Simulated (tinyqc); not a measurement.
The integration grid: Kohn-Sham SCAN on finer and finer grids in the sto-3g basis, for CH4, spin multiplicity 1. Computed by the program tinyqc with PySCF. Self-consistent on each grid; the net force on the molecule should vanish.

Geometry (angstrom):
```
atom,x,y,z
C,0.0000,0.0000,0.0000
H,0.6600,0.6600,0.6600
H,0.6600,-0.6600,-0.6600
H,-0.6600,0.6600,-0.6600
H,-0.6600,-0.6600,0.6600
```

Kohn-Sham energy on Becke grids (radial x angular points per atom):
```
grid,points,residual of the electron count,E (hartree),E - finest (mhartree),largest net force without grid terms (hartree/bohr)
10 x 14,676,1.00e-01,-39.905006,100.499697,6.26e-15
15 x 26,1886,1.79e-02,-40.005640,-0.133602,6.80e-15
20 x 50,4904,5.74e-03,-40.006161,-0.655465,8.66e-15
30 x 86,12824,8.80e-05,-40.001960,3.545492,3.85e-15
50 x 194,48248,1.18e-04,-40.004835,0.671411,5.03e-15
75 x 302,113062,1.72e-05,-40.005362,0.143836,4.82e-15
120 x 590,353620,3.79e-07,-40.005506,0.000000,6.37e-15
```

What does the comparison show, and why?

The energy is within 0.1 mhartree of the finest grid first at 120 x 590. The error has both signs, since quadrature is not variational. The net force vanishes by symmetry here, so only the electron count signals a poor grid.
